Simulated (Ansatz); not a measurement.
# triplet AlH2SF at 6 levels

We compute a comparison of 6 runs (U-r2SCAN/STO-3G, U-wB97M-V/STO-3G, UB2PLYP/STO-3G, UBLYP/STO-3G, UPBE0/STO-3G, UCCSDTQ/STO-3G) of triplet AlH2SF. 

Program for the calculation: Ansatz 0.2.0.

65 further runs of the same task are left out: 1 that didn't finish, 64 set aside as unsound or not needed.

**1. The structure to begin with**

The species is AlH2SF (5 atoms), meant as a triplet with charge 0. SMILES of the parent species: `[F][AlH][SH]`. The shape is that of a PBE0-D4/def2-TZVP optimisation. This is one conformer, not always the lowest. That shape belongs to the parent species and isn't relaxed for this state.

Bond lengths: F1–Al2 1.645 Å, Al2–S3 2.169 Å, Al2–H4 1.569 Å, S3–H5 1.345 Å. Angles: F1–Al2–S3 116.3°, F1–Al2–H4 119.8°, S3–Al2–H4 123.9°, Al2–S3–H5 91.6°.

**2. The energy at U-r2SCAN/STO-3G (run 1)**

molecule.yaml reads:

```yaml
crystal:
  periodic: [false, false, false]
  atoms:
    - symbol: F
      position_ang: [-1.203500, -1.535800, 0.877500]
    - symbol: Al
      position_ang: [-0.513900, -0.309100, 0.024800]
    - symbol: S
      position_ang: [1.536100, 0.182600, 0.533500]
    - symbol: H
      position_ang: [-1.341100, 0.430400, -1.085200]
    - symbol: H
      position_ang: [1.572300, 1.158200, -0.392100]
basis:
  gaussian: {orbitals: STO-3G}
hamiltonian: {xc: r2scan}
accuracy: high
magnetization: {spin_polarized: true, initial_magnetization: 2}
```

On the command line:

```sh
$ ansatz run molecule.yaml --threads 1 --pin off --max-ram 2610MiB --events-out events.jsonl --progress --plain --runs-dir runs
```

Output:

```text
Warning: RAYON_NUM_THREADS=1 ignored (pool sized by the plan → 1); use --threads N
Functional definition: r2SCAN
  name "r2SCAN"
  parameter k0 = 0.174
  parameter k1 = 0.065
  parameter a1 = 4.9479
  exchange = r2scan_x(k0 = k0, k1 = k1, a1 = a1)
  correlation = r2scan_c
454 factors; integrals over basis functions are off by at most 2.9e-8 eV
mean field evaluation 1: about -19931.9942 eV, gradient 1.6e1 eV
mean field evaluation 2: about -19879.3633 eV, gradient 9.3e1 eV
mean field evaluation 4: about -19933.1882 eV, gradient 1.4e1 eV
mean field evaluation 8: about -19933.7642 eV, gradient 9.8e0 eV
mean field evaluation 16: about -19935.5627 eV, gradient 2.8e-1 eV
mean field evaluation 32: about -19932.6283 eV, gradient 8.4e0 eV
mean field evaluation 64: about -19933.0634 eV, gradient 7.1e0 eV
mean field -19935.56523053 eV, -732.6185094104 hartree, gradient 2.3e-8 eV, S^2 2.005168; 8 other end points of the search recorded, 0 dependent functions left out
reference -19935.56523129 eV, -732.6185094385 hartree; 21, 19 occupied and 4, 6 virtual orbitals, 454 factors
Total energy: -19935.56523129 eV, -732.6185094385 hartree
```

Run time: 5.7 s. Hardware: 1 thread of AMD EPYC 9R45 (Zen 5), shared host; peak memory 0.28 GiB.

**3. A single-point energy at U-wB97M-V/STO-3G (run 2)**

molecule.yaml reads:

```yaml
crystal:
  periodic: [false, false, false]
  atoms:
    - {symbol: F, position_ang: [-1.203500, -1.535800, 0.877500]}
    - {symbol: Al, position_ang: [-0.513900, -0.309100, 0.024800]}
    - {symbol: S, position_ang: [1.536100, 0.182600, 0.533500]}
    - {symbol: H, position_ang: [-1.341100, 0.430400, -1.085200]}
    - {symbol: H, position_ang: [1.572300, 1.158200, -0.392100]}
basis:
  gaussian:
    orbitals: STO-3G
magnetization:
  spin_polarized: true
  initial_magnetization: 2
hamiltonian:
  xc: {name: wB97M-V}
accuracy: high
```

On the command line:

```sh
$ ansatz run molecule.yaml --threads 1 --pin off --max-ram 2610MiB --events-out events.jsonl --progress --plain --runs-dir runs
```

Output, cut to the lines that bear on the results:

```text
Warning: RAYON_NUM_THREADS=1 ignored (pool sized by the plan → 1); use --threads N
Functional definition: wB97M-V
  name "wB97M-V"
[...]
  gx(w, u) = 1 - cx + cx01*u + cx10*w
  gss(w, u) = css00 + css04*u^4 + css10*w + css20*w^2 + css43*w^4*u^3
  gos(w, u) = cos00 + cos10*w + (cos20 + cos21*u)*w^2 + (cos60 + cos61*u)*w^6
[...]
      + integral(e_c_pw_mod_opposite_spin*gos(b97_w_opposite, b97_u_opposite)) + vv10(b, c)
454 factors; integrals over basis functions are off by at most 2.9e-8 eV
163 factors; integrals over basis functions are off by at most 1.0e-9 eV
[...]
mean field -19937.96116032 eV, -732.7065582062 hartree, gradient 4.4e-8 eV, S^2 2.004060; 6 other end points of the search recorded, 0 dependent functions left out
reference -19937.96116261 eV, -732.7065582905 hartree; 21, 19 occupied and 4, 6 virtual orbitals, 454 factors
Total energy: -19937.96116261 eV, -732.7065582905 hartree
```

Run time: 18 s. Hardware: 1 thread of AMD EPYC 9R45 (Zen 5), shared host; peak memory 0.61 GiB.

**4. The energy at UB2PLYP/STO-3G (run 3)**

Edit molecule.yaml of step 3 so:

```diff
@@ -9,9 +9,6 @@
 basis:
-  gaussian:
-    orbitals: STO-3G
-magnetization:
-  spin_polarized: true
-  initial_magnetization: 2
-hamiltonian:
-  xc: {name: wB97M-V}
+  gaussian: {orbitals: STO-3G}
+magnetization: {spin_polarized: true, initial_magnetization: 2}
+hamiltonian: {xc: {name: B2PLYP}}
+correlation: {frozen_orbitals: {Al: 5, F: 1, H: 0, S: 5}}
 accuracy: high
```

On the command line:

```sh
$ ansatz run molecule.yaml --threads 1 --pin off --max-ram 2610MiB --events-out events.jsonl --progress --plain --runs-dir runs
```

Output, cut to the lines that bear on the results:

```text
Warning: RAYON_NUM_THREADS=1 ignored (pool sized by the plan → 1); use --threads N
Functional definition: B2PLYP
  name "B2PLYP"
[...]
454 factors; integrals over basis functions are off by at most 2.9e-8 eV
[...]
mean field -19924.94560240 eV, -732.2282452749 hartree, gradient 2.3e-8 eV, S^2 2.010492; 8 other end points of the search recorded, 0 dependent functions left out
11 core orbitals not correlated: weight in the atoms' cores, before any rotation towards them, 0.999 or more for the frozen orbitals, at most 0.000 for the correlated occupied ones
reference -19924.94561952 eV, -732.2282459040 hartree; 10, 8 occupied and 4, 6 virtual orbitals, 454 factors
second order -2.68339222 eV of doubles, -0.00000000 eV of singles
Total energy: -19925.67013542 eV, -732.2548713722 hartree
```

It took 2.3 s on 1 thread of AMD EPYC 9R45 (Zen 5), shared host; peak memory 0.17 GiB.

Runs 4 to 5 aren't shown in full; the table further down has their settings and results.

**5. The energy at UCCSDTQ/STO-3G (run 6)**

run.yaml reads:

```yaml
crystal:
  periodic: [false, false, false]
  atoms:
    - symbol: F
      position_ang: [-1.203500, -1.535800, 0.877500]
    - symbol: Al
      position_ang: [-0.513900, -0.309100, 0.024800]
    - symbol: S
      position_ang: [1.536100, 0.182600, 0.533500]
    - symbol: H
      position_ang: [-1.341100, 0.430400, -1.085200]
    - symbol: H
      position_ang: [1.572300, 1.158200, -0.392100]
basis:
  gaussian:
    orbitals: STO-3G
magnetization:
  spin_polarized: true
  initial_magnetization: 2
correlation:
  method: ccsdtq
  frozen_orbitals: {Al: 5, F: 1, H: 0, S: 5}
accuracy: high
scf:
  omitted_lower_state_checks: [cluster_reference, increment]
```

On the command line:

```sh
$ ansatz run run.yaml --threads 1 --pin off --max-ram 2610MiB --events-out events.jsonl --progress --plain --runs-dir runs
```

Output:

```text
Warning: RAYON_NUM_THREADS=1 ignored (pool sized by the plan → 1); use --threads N
[... 16 lines left out ...]
11 core orbitals not correlated: weight in the atoms' cores, before any rotation towards them, 0.999 or more for the frozen orbitals, at most 0.000 for the correlated occupied ones
[... 105 lines left out ...]
Total energy: -19898.85244906 eV, -731.2693395764 hartree
Checks for a lower state left out: cluster_reference, increment
```

Run time: 97 s. Hardware: 1 thread of AMD EPYC 9R45 (Zen 5), shared host; peak memory 0.67 GiB.

**6. Overview of the runs**

```
run             level  frozen core orbitals  energy (Eh)   ⟨S²⟩  wall time
  1   U-r2SCAN/STO-3G                     –  -732.618509  2.005      5.7 s
  2  U-wB97M-V/STO-3G                     –  -732.706558  2.004       18 s
  3    UB2PLYP/STO-3G                    11  -732.254871  2.010      2.3 s
  4      UBLYP/STO-3G                     –  -732.587729  2.002      3.6 s
  5      UPBE0/STO-3G                     –  -732.352966  2.004        2 s
  6    UCCSDTQ/STO-3G                    11  -731.269340  2.034       97 s
```

**7. Results**

```
                                           quantity          value
                                run 6: total energy  -731.26934 Eh
run 6: correlation energy (11 core orbitals frozen)      -81.7 mEh
           run 6: ⟨S²⟩ of the reference determinant          2.034
                               run 6: T1 diagnostic          0.030
```

In words: Totals of different functionals can't be ranked against each other. In runs 1, 2, 3, 4, 5, 6 the basis is minimal, so the values are rough. All runs together took 2.1 min, the longest 97 s.
